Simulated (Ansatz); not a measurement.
`C=C=C=CF` + H₂ → `C=C=C=C` + H–F at 298.15 K and 1 bar (hydrogenolysis of a C–F bond).

Program: Ansatz. Geometries: PBE0-D4/def2-TZVP. ΔE: electronic, gas phase. CBS: MP2 limit from def2 TZ/QZ plus the TZ coupled-cluster correction, frozen cores. This one scheme is used for every species.

| species | CCSD(T)/CBS energy (Eh) | H − E (kJ/mol) | S (J/(mol·K)) |
| --- | --- | --- | --- |
| `C=C=C=CF` | -253.68694 | 156.8 | 301.1 |
| H₂ | -1.17544 | 35.1 | 130.4 |
| `C=C=C=C` | -154.50978 | 173.1 | 266.6 |
| H–F | -100.39570 | 33.5 | 173.6 |

H − E and S are ideal-gas, rigid-rotor, harmonic terms from PBE0-D4/def2-TZVP. The MP2-based limit puts H₂ 0.8 mEh under its directly extrapolated value; such offsets cancel only in part. 1 Eh = 2625.50 kJ/mol, R = 8.31446 J/(mol·K).

Problem. By hand: ΔE, ΔH, ΔS and ΔG.

Solution. ΔE = (-154.50978) + (-100.39570) − (-253.68694) − (-1.17544) = -0.04310 Eh = -113.2 kJ/mol. Δ(H − E) = 173.1 + 33.5 − 156.8 − 35.1 = 14.7, so ΔH = -98.5 kJ/mol. ΔS = 266.6 + 173.6 − 301.1 − 130.4 = 8.7 J/(mol·K). ΔG = -98.5 − 298.15 × (8.7)/1000 = -101.1 kJ/mol.

Problem. By hand: the equilibrium constant, and the temperature at which ΔG would vanish if ΔH and ΔS stayed fixed.

Solution. log₁₀ K = −ΔG/(RT ln 10) = 17.7. ΔH and −TΔS have one sign here, so there is no such temperature.

The number of gas molecules stays the same, so ΔS is small and ΔH decides. A doubt of 5 kJ/mol in ΔE shifts log₁₀ K by 0.9 here. These are equilibria of isolated gas molecules and say nothing of rates. Largest T1 diagnostic: 0.015 (customary marks: 0.02 for closed shells, 0.045 for open ones).
